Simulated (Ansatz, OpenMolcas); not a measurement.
[BH3]− (SMILES [BH3-]): methods side by side

The species is [BH3]− (4 atoms), meant as a doublet with charge -1. SMILES: `[BH3-]`. The shape is that of a GFN2-xTB optimisation.

```xyz
4

B     0.1504   -0.0373   -0.2338
H     0.9171    0.4526    0.6285
H    -0.2792   -1.1611    0.1184
H    -0.7883    0.7459   -0.5131
```

Each level gives the energy change with the B1–H3 bond stretched from 1.254 to 1.880 Å (eV). The values are calculated.

| level | kind | program | value (eV) | less CCSDT/6-31G* | CPU time (all runs) |
| --- | --- | --- | --- | --- | --- |
| UHF/6-31G* (spherical functions) | Hartree–Fock | Ansatz | 1.49 | +0.04 | 0.22 s |
| USVWN5/6-31G* (spherical functions) | LDA | Ansatz | 1.44 | -0.01 | 1.1 s |
| U-revPBE/6-31G* (spherical functions) | GGA | Ansatz | 1.35 | -0.10 | 1.9 s |
| U-r2SCAN/6-31G* (spherical functions) | meta-GGA | Ansatz | 1.45 | 0.00 | 4.4 s |
| UB3LYP/6-31G* (spherical functions) | global hybrid | Ansatz | 1.44 | -0.01 | 2.1 s |
| U-wB97M-V/6-31G* (spherical functions) | range-separated hybrid | Ansatz | 1.52 | +0.07 | 19 s |
| UB2PLYP/6-31G* (spherical functions) | double hybrid | Ansatz | 1.50 | +0.05 | 2.2 s |
| UCCSD/6-31G* (spherical functions) | coupled cluster or CI | Ansatz | 1.48 | +0.03 | 0.46 s |
| UCCSDT/6-31G* (spherical functions) | coupled cluster or CI | Ansatz | 1.45 | 0.00 | 2 s |
| FCI/STO-3G | exact in the basis | OpenMolcas | 2.47 | +1.02 | 3.5 s |

UCCSDT/6-31G* (spherical functions) is the highest level here, not the true value. Sets without diffuse functions describe the anion poorly. The first shape isn't each level's own minimum. The values span 1.35 to 2.47 eV. High-level rows in very small sets aren't better than simpler rows in larger ones. Times are those of the runs behind each value, whatever else they computed, on shared processors of several kinds: orders of magnitude only.
